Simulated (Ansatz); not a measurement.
## Scan of B$_{2}$H, quartet

Starting geometry (PBE0/def2-TZVP stationary point for this spin, not checked as a minimum):

```xyz
3

B     0.0000    0.0000    0.1141
B     0.0000    0.0000   -1.4064
H     0.0000    0.0000    1.2923
```

From there the angle named below is changed in its plane at fixed bond lengths, both arms turning rigidly about the middle atom; atoms are numbered as listed. Energies are in eV, counted from the starting geometry at the same level.

Basis 6-31G; Ansatz 0.2.0. Correlated methods freeze the noble-gas cores. Prefix R: restricted or restricted open-shell reference; prefix U: unrestricted. Active spaces: valence = (7e, 9o) chosen from the atoms' valence shells.

For open shells CISD is restricted-active-space CI with the open shells as a complete middle space. Runs in a small pair space aren't shown, since their orbitals change along the scan.

Full CI is exact within this basis and frozen core; it isn't the basis-set limit. The frozen core follows each run's orbitals, which can shift R against U totals by a few meV.

| angle B2-B1-H3 (°) | full CI | unpaired electrons (full CI) | error RMP2 | error CISD | error RCCSD(T) | error UCCSDT | error UCCSDTQ | error MRCISD (valence space) |
| --- | --- | --- | --- | --- | --- | --- | --- | --- |
| 69.0 | 1.889 | 3.04 | 0.084 | 0.047 | 0.006 | 0.000 | 0.000 | 0.004 |
| 89.2 | 1.468 | 3.04 | 0.123 | 0.037 | 0.005 | -0.001 | 0.000 | 0.004 |
| 108.1 | 1.006 | 3.03 | 0.133 | 0.035 | 0.004 | -0.001 | 0.000 | 0.003 |
| 122.9 | 0.656 | 3.03 | 0.104 | 0.029 | 0.003 | 0.000 | 0.000 | 0.002 |
| 143.7 | 0.261 | 3.02 | 0.031 | 0.012 | 0.002 | 0.000 | 0.000 | 0.001 |
| 161.6 | 0.061 | 3.02 | 0.007 | 0.003 | 0.001 | 0.000 | 0.000 | 0.001 |
| 180.0 | 0.000 | 3.02 | 0.000 | 0.000 | 0.000 | 0.000 | 0.000 | 0.000 |

Unpaired electrons are Σ n²(2−n)² over natural occupations. Errors are those of relative energies. In total energy the starting point itself misses full CI by: RMP2 0.636, CISD 0.135, RCCSD(T) 0.023, UCCSDT 0.005, UCCSDTQ 0.000, MRCISD (valence space) 0.015 eV.

Spread of the error over the points with a reference, to 180.0 ° (largest less smallest): UCCSDTQ 0.000, UCCSDT 0.002, MRCISD (valence space) 0.004, RCCSD(T) 0.006, CISD 0.047, RMP2 0.133 eV.
